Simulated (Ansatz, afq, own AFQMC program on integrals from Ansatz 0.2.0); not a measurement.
# Where AFQMC and coupled cluster stand for Au, doublet

A free Au atom.

Basis def2-SVP with its core potentials. Only valence electrons are correlated. Ansatz 0.2.0 and our own AFQMC program on the same integrals; the CISD trial comes from CCSD amplitudes, and released means the phaseless constraint is let go. Uncertainties: one standard error, sampling alone. No spin–orbit coupling. The metal's outer-core s and p shells are frozen, which shifts wave-function levels against functionals.

Determinant: UHF, the one that the program's search chose, which needn't be the lowest solution.

No full CI on the walks' own integrals is used here; CCSDTQ serves as the reference and is uncertain by about the last step of the cluster series.

Cautions: no spin-orbit coupling; outer-core shells of the metal frozen.

```
T1 diagnostic                               : 0.0138
weight of the determinant in the CISD state : 0.930
⟨S²⟩ of the determinant                     : 0.753
size of the correlated space                : 11 electrons in 28 orbitals
```

Reference: CCSDTQ, correlation energy -6.637 eV. The released energy is read at 1.50 1/Eh (meV from the phaseless value at times in 1/Eh: -1.4 ± 2.2 at 0.24, -2.1 ± 2.3 at 0.50, 1.0 ± 1.6 at 1.00, 2.0 ± 2.0 at 1.50).

```
         level  E − E(reference) (kJ/mol)  share of correlation (%)
            HF                      640.4                      0.00
           MP2                      -20.6                    103.22
          CCSD                       10.6                     98.34
       CCSD(T)                        0.5                     99.92
         CCSDT                        0.6                     99.91
      CCSDT(Q)                        0.1                     99.99
   ph-AFQMC/HF                  1.8 ± 1.5                     99.72
 ph-AFQMC/CISD                  0.1 ± 0.2                     99.99
released AFQMC                  0.3 ± 0.2                     99.96
```

CCSDT and higher add their correlation energy to the determinant of the CCSD(T) run, since their own runs factorise the integrals more tightly (a shift of under 2 meV). A walk keeps the symmetry of its determinant, which the program's search chose and which needn't be the lowest solution, so a lower state of the same spin and another symmetry isn't excluded. Released energies are given only where the last usable release times agree within the noise; a slower fall can still hide under it.
